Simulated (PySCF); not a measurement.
# EPR parameters of succinonitrile radical anion

Compound: succinonitrile radical anion, C4H4N2 (charge -1 and doublet state).
Structure used (PBE0-D3(BJ)/def2-SVP), in Å, numbered top down from 1:
```xyz
10
C4H4N2 angstrom
N     -1.1733    1.2338   -1.4272
C     -0.3195    0.7884   -0.7290
C     -0.0118   -0.3061    0.2664
C      1.4283   -0.1357    0.7403
C      2.0381    1.0340    0.0059
N      3.0323    1.6711   -0.1324
H     -0.7339   -0.2494    1.1021
H     -0.1726   -1.2861   -0.2198
H      2.0378   -1.0390    0.5519
H      1.4845    0.0581    1.8275
```

The hyperfine couplings belong to this conformer and change with its torsions.

The species is succinonitrile radical anion (`C(C[C]=[N-])C#N`) (charge -1).

The calculation used UKS B3LYP, IGLO-III on C N, pcH-1 on H, non-relativistic, mean-field spin-orbit, GIAO in PySCF. Whether the extra electron is bound in the gas phase wasn't checked; a finite basis holds it in any case. The geometry's basis has no diffuse functions, a weakness for an anion. No stability test was run, so a lower SCF solution isn't excluded.

| Item | Value |
| --- | --- |
| g1, g2, g3 | 2.00023, 2.00079, 2.00347 |
| g_iso | 2.00150 |
| Form of g | rhombic: the two nearest values differ by 17 % of g3 − g1 |
| ⟨S²⟩ | 0.7554 (exact 0.7500) |
| HOMO–LUMO gap, α and β orbitals | 2.94, 6.29 eV |
| Basis functions | 250 |

Hyperfine couplings atom by atom, in mT; T1 to T3 are the principal values of the dipolar part (MHz turned into mT with g_iso):

```tsv
atom	isotope	a_iso	T1	T2	T3	Mulliken spin population
N1	14N	0.50	-0.46	-0.44	0.89	0.25
C2	13C	1.52	-0.33	-0.30	0.64	0.25
C3	13C	6.96	-0.18	-0.13	0.31	-0.08
C4	13C	6.81	-0.18	-0.13	0.31	-0.08
C5	13C	1.45	-0.33	-0.30	0.62	0.24
N6	14N	0.49	-0.45	-0.43	0.88	0.24
H7	1H	-0.21	-0.17	-0.10	0.27	0.04
H8	1H	-0.21	-0.17	-0.10	0.27	0.04
H9	1H	-0.20	-0.17	-0.10	0.27	0.04
H10	1H	-0.21	-0.17	-0.10	0.27	0.04
```

The Mulliken spin populations are largest on N1 (+0.25), C2 (+0.25), N6 (+0.24) and C5 (+0.24). Four atoms exceed +0.15. The positive populations add up to 1.15 and the negative ones to -0.15, together 2S = 1.

C5, the radical centre as drawn in `N#CCC[C]=[N-]`, holds a spin population of +0.24 out of 1.

Under fast tumbling the dipolar parts average out, and these isotropic splittings remain: 2 × 14N (N1/N6, I = 1, 5 lines) with 0.50 mT and 4 × 1H (H7/H8/H9/H10, I = 1/2, 5 lines) with 0.21 mT.

Nuclei that the bonding pattern makes equivalent are averaged, as if the motion that swaps them (rotation, inversion, ring flip) were fast.

The 13C coupling of C3/C4 (mean 192.8 MHz) shows only in satellite lines or after enrichment, since that isotope makes up about 1.07 % of natural carbon.

The spin density at the nucleus, in bohr⁻³, is negative for H7/H8/H9/H10 (-0.0013), for instance. A restricted open-shell determinant has no negative spin density anywhere; here it arises because α and β orbitals differ (spin polarisation).
